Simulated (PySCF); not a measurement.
These are PBE-D3(BJ)/def2-TZVP // B3LYP-D3(BJ)/def2-TZVP run with PySCF values and carry that method's errors. Isolated molecules, 0 K electronic values unless said otherwise. 

Reference species (SMILES): `[C](C)C` (near-degenerate triplet) (neutral, multiplicity 3).

The highest occupied spin orbital is -3.98 eV.

Changed species: `C[C]Cl` (triplet; the order of the spin states depends on the level) (X = chloro, multiplicity 3; the reference has X = methyl, multiplicity 3).

Task: Predict the effect on the highest occupied spin orbital.

Result: the highest occupied spin orbital falls by 0.35 eV, to -4.33 eV.
